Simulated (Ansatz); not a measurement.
```yaml
crystal:
  periodic: [false, false, false]
  atoms:
    - {symbol: P, position_ang: [-1.100625, -0.047828, -0.001595]}
    - {symbol: Mg, position_ang: [1.306199, 0.006014, 0.002050]}
    - {symbol: H, position_ang: [2.324878, 1.324738, -0.000406]}
basis:
  gaussian: {orbitals: def2-TZVP}
magnetization: {spin_polarized: true, initial_magnetization: 2}
hamiltonian: {xc: pbe0}
relax: {f_tol: 0.004, max_steps: 80}
```

```sh
$ ansatz run in.yaml --threads 1 --pin off --events-out ev --progress --plain --max-ram 2176MiB
```

Steps of the relaxation (energy above the last step; positions in Å, forces in eV/Å):

```
3
step 1, 349.4 meV
P    -1.101   -0.048   -0.002   -0.444   -0.325    0.000
Mg    1.306    0.006    0.002   -0.192    0.246   -0.001
H     2.325    1.325    0.000    0.636    0.079    0.001
```

```
3
step 2, 147.5 meV
P    -1.213   -0.167   -0.001   -0.006   -0.201    0.001
Mg    1.226    0.150    0.001   -0.035    0.542   -0.002
H     2.518    1.299    0.000    0.041   -0.341    0.001
```

```
3
step 3, 40.1 meV
P    -1.252   -0.268   -0.001    0.089   -0.077    0.000
Mg    1.146    0.329    0.001    0.081    0.338   -0.001
H     2.636    1.222    0.000   -0.170   -0.261    0.001
```

```
3
step 7, 0.0 meV
P    -1.227   -0.344   -0.001    0.000    0.000    0.000
Mg    1.080    0.516    0.000    0.000    0.000    0.000
H     2.677    1.111    0.001    0.001    0.000    0.000
```

Close pairs at the end: Mg2–H3 1.704 Å, P1–Mg2 2.462 Å.

A stationary point of unrestricted PBE0 after 7 steps, with ⟨S²⟩ = 2.007 against 2.00 for a pure state; no frequencies were run, so it isn't proven a minimum. 16 s on 1 thread of Arm Neoverse V2, shared host.
